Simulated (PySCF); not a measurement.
One of the candidates below gave these computed data.

All candidates are C4H11OP.

- Triplet: lowest triplet excitation (Tamm–Dancoff): 7.09 eV [TDA CAM-B3LYP/def2-SVPD]
- UV, strongest line: among the 8 lowest singlet transitions: S8 at 8.23 eV (151 nm, f = 0.085) [TDDFT CAM-B3LYP/def2-SVPD]
- Rotational structure: rotational constants A, B, C: 4.247, 1.936, 1.448 GHz [GFN2-xTB]
- Dipole: 4.40 D [CAM-B3LYP/def2-SVPD]
- Polarisability: 75.2 au [CAM-B3LYP/def2-SVPD]
- UV, first state: lowest singlet excitation: 7.40 eV (167 nm, f = 0.015) [TDDFT CAM-B3LYP/def2-SVPD]

The electronic properties come from PySCF, for the isolated species, density fitting. Levels stand in brackets. Isolated species at its GFN2-xTB geometry (one conformer only).

Question: Which candidate is it?
A. `CCPCOC`
B. `CC[PH](=O)CC`
C. `CCP(C)(C)=O`
D. `CPCCCO`

Answer: B. It is `CC[PH](=O)CC`. Numbering: `[CH3:1][CH2:2][PH:3](=[O:4])[CH2:5][CH3:6]`. The optimised geometry has point group C1 and is an asymmetric top.

The others, at the same levels:
- `CCPCOC` fails: its computed lowest singlet excitation is 6.50 eV (191 nm, f = 0.070) (against 7.40 eV), lowest triplet excitation (Tamm–Dancoff) is 5.42 eV (against 7.09 eV) and strongest line among the 8 lowest singlet transitions is S4 at 7.36 eV (168 nm, f = 0.078) (against S8 at 8.23 eV).
- `CPCCCO` fails: its computed lowest singlet excitation is 5.73 eV (216 nm, f = 0.020) (against 7.40 eV), lowest triplet excitation (Tamm–Dancoff) is 5.18 eV (against 7.09 eV) and strongest line among the 8 lowest singlet transitions is S4 at 6.87 eV (181 nm, f = 0.144) (against S8 at 8.23 eV).
- `CCP(C)(C)=O` fails: its computed lowest singlet excitation is 7.25 eV (171 nm, f = 0.036) (against 7.40 eV), strongest line among the 8 lowest singlet transitions is S2 at 7.31 eV (170 nm, f = 0.041) (against S8 at 8.23 eV) and rotational constant A is 3.643 GHz (against 4.247 GHz).

Each candidate is one conformer, not necessarily the lowest. Dipoles, sizes and rotational constants follow the conformer. The torsions of the flexible species, by atom-mapped SMILES:
- `[CH3:1][CH2:2][PH:3](=[O:4])[CH2:5][CH3:6]`: C1–C2–P3–O4 -172°, C2–P3–C5–C6 -178°
- `[CH3:1][CH2:2][PH:3][CH2:4][O:5][CH3:6]`: C1–C2–P3–C4 -164°, C2–P3–C4–O5 -71°, P3–C4–O5–C6 -173°
- `[CH3:1][PH:2][CH2:3][CH2:4][CH2:5][OH:6]`: C1–P2–C3–C4 72°, P2–C3–C4–C5 52°, C3–C4–C5–O6 -63°, H–O6–C5–C4 -66°
- `[CH3:1][CH2:2][P:3]([CH3:4])([CH3:5])=[O:6]`: C1–C2–P3–C4 71°
